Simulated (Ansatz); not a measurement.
Ansatz (a first-principles code) input (CCSD(T)/aug-cc-pVDZ):

Ansatz 0.2 input:
```yaml
crystal:
  periodic: [false, false, false]
  atoms:
    - {symbol: O, position_ang: [-0.22489627, 1.19921299, -0.07691899]}
    - {symbol: C, position_ang: [-0.43632120, 0.02838055, -0.00994382]}
    - {symbol: N, position_ang: [0.41790027, -0.99734550, 0.06832224]}
    - {symbol: H, position_ang: [0.07146814, -1.93733424, 0.11876215]}
    - {symbol: H, position_ang: [1.42032731, -0.84523444, 0.07799705]}
basis:
  gaussian:
    orbitals: aug-cc-pVDZ
magnetization: {spin_polarized: true, initial_magnetization: 1}
correlation: {method: ccsd_t, electrons: outside_noble_gas}
output: {forces: true}
```

End of the output:

```
cycle  10  -13.54646520 eV  change    1.5e-5 eV  update   4.2e-5
cycle  11  -13.54645882 eV  change    6.4e-6 eV  update   2.2e-5
cycle  12  -13.54647463 eV  change   -1.6e-5 eV  update   1.0e-5
cycle  13  -13.54647247 eV  change    2.2e-6 eV  update   4.3e-6
cycle  14  -13.54647627 eV  change   -3.8e-6 eV  update   1.7e-6
cycle  15  -13.54647667 eV  change   -4.0e-7 eV  update   7.5e-7
perturbative correction -0.51660844 eV, -0.0189850100 hartree
the calculation of the forces begins
Total energy: -4594.78534965 eV, -168.8552471424 hartree
Atom 0 at    -0.224896     1.199213    -0.076919 Å, force     0.275088     1.593530    -0.091393 eV/Å
Atom 1 at    -0.436321     0.028381    -0.009944 Å, force    -0.956617    -0.734074     0.026459 eV/Å
Atom 2 at     0.417900    -0.997345     0.068322 Å, force     0.565816    -0.633733     0.049073 eV/Å
Atom 3 at     0.071468    -1.937334     0.118762 Å, force    -0.127563    -0.299112     0.015724 eV/Å
Atom 4 at     1.420327    -0.845234     0.077997 Å, force     0.243276     0.073389     0.000137 eV/Å
Dipole moment:     0.314305    -0.673847     0.046764 e Å
```

It need not be the lowest isomer of its formula.
